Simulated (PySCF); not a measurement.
# Ionisation of `C/C=C/CC` (C5H10)

Parent: `C/C=C/CC` (C5H10). Optimised structure (Å), atoms numbered from 1:
```
C     2.5467   -0.3039    0.2291
C     1.1923   -0.2756   -0.3978
C     0.0314   -0.3567    0.2591
C    -1.3262   -0.3166   -0.3693
C    -2.1698    0.8623    0.1076
H     3.1470   -1.1478   -0.1512
H     3.1155    0.6120   -0.0042
H     2.4854   -0.3967    1.3237
H     1.1630   -0.1827   -1.4923
H     0.0541   -0.4442    1.3551
H    -1.8610   -1.2557   -0.1367
H    -1.2218   -0.2866   -1.4666
H    -3.1728    0.8482   -0.3458
H    -2.2986    0.8447    1.2018
H    -1.6916    1.8193   -0.1524
```

Level of theory: ωB97X-D3(BJ)/ma-def2-TZVP single points in PySCF, grid level 2; every species was optimised with PBE0-D3(BJ)/def2-SVP. ωB97X-D3(BJ) is ωB97X-V with D3(BJ) in place of VV10. Zero-point and thermal terms (298.15 K, 1 bar) come from unscaled PBE0-D3(BJ)/def2-SVP harmonic frequencies, with soft modes damped to free rotors in the entropy.

Frontier levels of the parent: HOMO -9.28 eV, LUMO 1.19 eV.

Oxidation to the radical cation:
* Vertical ionisation energy (electronic): 9.10 eV
* Adiabatic ionisation energy (with zero-point energy): 8.78 eV
* Adiabatic, electronic part: 8.87 eV
* Vertical gap at the product's structure: 8.45 eV
* Inner reorganisation energy (four-point): 652 meV
* Relaxation of product / of parent: 229 / 422 meV
* ⟨S²⟩ of the product: 0.753
* Largest spin populations: C2 0.44, C3 0.39
* Largest changes of atomic charge: C3 0.23, C2 0.23, H (on C4) 0.09
* Distances that move most (Å): C2–C3 1.336 → 1.410; C3–C4 1.496 → 1.453; C1–C2 1.493 → 1.453; C4–H 1.105 → 1.128
* Potential in dichloromethane: 6.58 V absolute, 1.88 V against Fc+/Fc computed at 4.70 V (solvation -6 → -214 kJ/mol)

Solvents are IEF-PCM continua (electrostatics only, gas-phase structures); absolute potentials refer to an electron at rest in vacuum. Fc+/Fc in dichloromethane, 4.70 V, is ωB97X-D3(BJ)/ma-def2-TZVP on PBE0-D3(BJ)/def2-SVP structures with GFN2-xTB thermal terms. Benchmark calculations put it near 5.0 V in acetonitrile and DMSO, so it is about 0.3 V low, and the value against it can read up to that much too high.

Measured values (NIST Chemistry WebBook, evaluated or the median of agreeing entries): vertical ionisation energy 9.23 eV (computed 9.10, difference -0.13); adiabatic ionisation energy 9.04 eV (computed 8.78, difference -0.26).
